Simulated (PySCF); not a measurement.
# A search over the determinants of SiS⁺

Unrestricted PBE0; PySCF, spin-free X2C with a Gaussian nucleus, basis sets Si x2c-SVPall, S x2c-SVPall. Outer shells of the fragments: Si+ 3s2 3p1; S 3s2 3p4.

Followed along the bond (rough minima from three points):

```csv
2Ms+1,unpaired,⟨S²⟩ at the start,R at minimum (Å),Te (eV)
2,π ↑,0.76,2.09,0.00
2,σ ↑,0.76,1.93,0.10
4,"σ ↑, π ↑↑",3.76,2.19,2.71
```

Solutions found at the starting distance of 2.200 Å, counted from the lowest of them; the search is not exhaustive and high or unbound solutions are not listed, so other states can lie among these:

```
2Ms+1   unpaired   term  E (eV)  ⟨S²⟩  ⟨Lz²⟩  μ (D)
    2        π ↑     ²Π    0.00  0.76   1.01  -3.30
    2        σ ↑    ²Σ⁺    0.73  0.76   0.00  -4.39
    4  σ ↑, π ↑↑  mixed    2.60  3.76   2.01  -2.58
    4      π ↑↑↑     ⁴Π    2.85  3.76   1.01   0.33
    4  σ ↑, π ↑↑  mixed    2.92  3.76   2.01  -2.80
    2  σ ↑, π ↑↓  mixed    3.16  1.76   2.01  -2.95
    2  σ ↓, π ↑↑  mixed    3.22  1.78   2.01  -2.18
    2      π ↑↑↓  mixed    3.33  1.76   3.02   0.32
    2  σ ↑, π ↑↓  mixed    3.38  1.77   2.01  -2.38
    4  σ ↑↑, π ↑     ⁴Π    5.94  3.75   1.02  -2.28
```

A term symbol is given only where ⟨S²⟩ and ⟨Lz²⟩ are close to those of a pure state; real π, δ and φ orbitals otherwise mix terms. A positive dipole points towards S; it is taken about the centre of mass and depends on that origin.

Q: Compare the gap between the two lowest followed solutions at the starting distance with the gap between their minima.

A: At PBE0 the second solution (doublet, unpaired electrons σ ↑) lies +0.73 eV from the first (doublet, unpaired electrons π ↑) at 2.200 Å and +0.10 eV at the minima; the two curves relax by different amounts, since their minima lie near 1.93 and 2.09 Å.

Counting both spins, an empty level lies below a filled one in some of these solutions, because spin and occupation are held.
